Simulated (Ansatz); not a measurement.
Computed with Ansatz on PBE0-D4/def2-TZVP structures; ΔE is electronic, products minus reactants. CBS: MP2 limit from def2 TZ/QZ plus the TZ coupled-cluster correction, frozen cores. This one scheme is used for every species. DFT in def2-TZVPP. One conformer a species, not always the lowest.

Reaction (ligand exchange at a P–O bond): `[AlH2][O]P` + `N=CF` → `F/C=N/P` + `[OH][AlH2]`

```csv
level,ΔE (kcal/mol),difference from CCSD(T)/CBS
LDA (SPW92),2.5,-1.8
revPBE-D4,2.6,-1.7
r2SCAN0-D4,4.4,0.1
BLYP,4.5,0.2
r2SCANh,4.1,-0.2
HF/def2-TZVPP,7.9,3.6
SCS-MP2/def2-TZVPP,4.2,-0.1
HF/def2-QZVPP,8.3,4.0
SCS-MP2/def2-QZVPP,4.4,0.1
HF/CBS(def2),8.3,4.0
CCSD(T)/CBS,4.3,0
```

Largest T1 diagnostic among the species: 0.014.

Leaving LDA and LC-ωPBE aside and taking each functional with its dispersion term where it has one, the values, not all of them listed here, spread over 3.7 kcal/mol, from revPBE-D4 to BHLYP-D4. From PBE to PBE0 (25 % exact exchange), in def2-TZVPP and without D4, ΔE moves by +0.8 kcal/mol. In def2-TZVPP, CCSD(T) changes the Hartree–Fock value by −3.7 kcal/mol (the triples alone add −0.8 kcal/mol) and MP2 by −4.8 kcal/mol.
